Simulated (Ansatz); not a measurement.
Molecule: C2H6N, net charge 0, doublet state. It need not be the lowest isomer of its formula. 
Coordinates optimised at B3LYP-D3(BJ)/def2-TZVP (Ansatz, a program for electronic structure):
```
N
C 1 1.4346
H 2 1.0897 1 110.60
H 2 1.1011 3 108.73 1 122.38
H 2 1.1011 3 108.73 4 115.23
C 1 1.4346 2 112.08 3 -180.00
H 6 1.0897 1 110.60 2 -180.00
H 6 1.1011 7 108.73 1 122.38
H 6 1.1011 7 108.73 8 115.23
```
Charge 0, spin multiplicity 2.

Basis-set convergence of Hartree-Fock and CCSD(T) correlation energies (hartree) with Ansatz. Cores are frozen in the correlated levels unless marked. Open shells are spin-unrestricted. Spin-orbit coupling is left out. No relativistic terms.

```json
[
 {"basis": "cc-pVDZ", "functions": "72", "E(HF)": "-133.63806", "E(corr, CCSD(T))": "-0.48601"},
 {"basis": "cc-pVTZ", "functions": "174", "E(HF)": "?", "E(corr, CCSD(T))": "?"}
]
```

Question: What belongs in the gaps?

Answer: 
- cc-pVTZ, E(HF): -133.67737
- cc-pVTZ, E(corr, CCSD(T)): -0.58936
